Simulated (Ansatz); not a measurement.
`OCCCCl` + `OCF` → `FCOCCCl` + CH₃OH  (substitution at a C–C bond)

Program: Ansatz. Geometries: PBE0-D4/def2-TZVP. ΔE: electronic, gas phase. CCSD(T)/CBS is the MP2 limit (def2-TZVPP, def2-QZVPP) plus CCSD(T) − MP2 in def2-TZVPP, frozen cores. This one scheme is used for every species. DFT in def2-TZVPP. B3LYP here is the variant with VWN-RPA as its local correlation; programs differ in this. One conformer a species, not always the lowest.

`OCCCCl`:

Z-matrix (Å, degrees):
```
C
C 1 1.511
O 1 1.413 2 107.6
H 1 1.096 2 109.7 3 121.3
H 1 1.101 2 109.5 3 -120.7
C 2 1.509 1 113.8 3 175.6
H 2 1.093 1 109.4 3 -60.7
H 2 1.096 1 108.5 3 55.8
H 3 0.959 1 108.6 2 173.5
Cl 6 1.791 2 112.4 1 64.7
H 6 1.089 2 111.2 1 -176.5
H 6 1.091 2 111.8 1 -54.7
```

`OCF`:

Cartesian coordinates in Å:
```
O -0.660 0.160 0.842
C 0.323 0.062 -0.106
F -0.114 0.539 -1.326
H -1.351 -0.482 0.651
H 0.649 -0.970 -0.280
H 1.153 0.691 0.219
```

`FCOCCCl`:

```xyz
12

F     1.313    0.829    2.084
C     1.452    0.922    0.711
O     0.245    0.821    0.085
C    -0.341   -0.461    0.142
C    -1.428   -0.550   -0.891
Cl   -0.778   -0.540   -2.549
H     1.860    1.908    0.482
H     2.137    0.117    0.415
H     0.418   -1.235   -0.033
H    -0.783   -0.631    1.131
H    -2.108    0.297   -0.807
H    -1.987   -1.477   -0.768
```

CH₃OH:

```xyz
6

C     0.256    0.242    0.051
O    -1.028   -0.329    0.155
H     0.229    1.189    0.591
H     0.538    0.450   -0.988
H     1.032   -0.387    0.506
H    -1.028   -1.165   -0.315
```

Question: Is it downhill or uphill in electronic energy at CCSD(T)/CBS, and by how much? (An estimate is asked.)

Answer: Ansatz gave: Uphill: ΔE = +48.7 kJ/mol.

Question: What do these levels give: r2SCAN-D4, PBE0-D4, B3LYP-D4, ωB97X-V, B2PLYP, PBE, r2SCAN, HF/def2-TZVPP, SCS-MP2/def2-TZVPP, CCSD(T)/def2-TZVPP, MP2/def2-QZVPP, SCS-MP2/def2-QZVPP? (An estimate is asked.)

Answer: Ansatz gave: r2SCAN-D4 44.2, PBE0-D4 47.1, B3LYP-D4 41.1, ωB97X-V 43.1, B2PLYP 43.5, PBE 44.4, r2SCAN 44.2, HF/def2-TZVPP 38.7, SCS-MP2/def2-TZVPP 46.5, CCSD(T)/def2-TZVPP 46.3, MP2/def2-QZVPP 52.2, SCS-MP2/def2-QZVPP 47.9 kJ/mol.

Largest T1 diagnostic among the species: 0.011.

In def2-TZVPP, CCSD(T) changes the Hartree–Fock value by +7.7 kJ/mol (the triples alone add +0.1 kJ/mol) and MP2 by +12.3 kJ/mol.
